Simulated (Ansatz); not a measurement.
Results of r²SCAN0 in Ansatz (PAW) for diamond-structure Si.

Run with plane-wave cutoff 600 eV, 8×8×8 k mesh, scalar-relativistic PAW data made under PBE.

Computed at the level's own relaxed cell.

What does this level give for the Poisson ratio, Young modulus, elastic constant C44, elastic constant C11 and elastic constant C12?


- Poisson ratio: 0.216
- Young modulus: 176 GPa
- elastic constant C44: 85.8 GPa
- elastic constant C11: 178 GPa
- elastic constant C12: 65.8 GPa

Measured, for comparison: elastic constant C44 80.2 GPa, elastic constant C11 168 GPa, elastic constant C12 64.9 GPa (low temperature, zero-point motion not removed; as tabulated in Tanner et al. (2021), arXiv:2110.11888). Computed (rounded) less measured: elastic constant C44 +7 %, elastic constant C11 +6 %, elastic constant C12 +1 %.

Elastic constants are with the ions relaxed.

The computed numbers hold no vibrational or temperature effects.

Ansatz is an electronic-structure program.
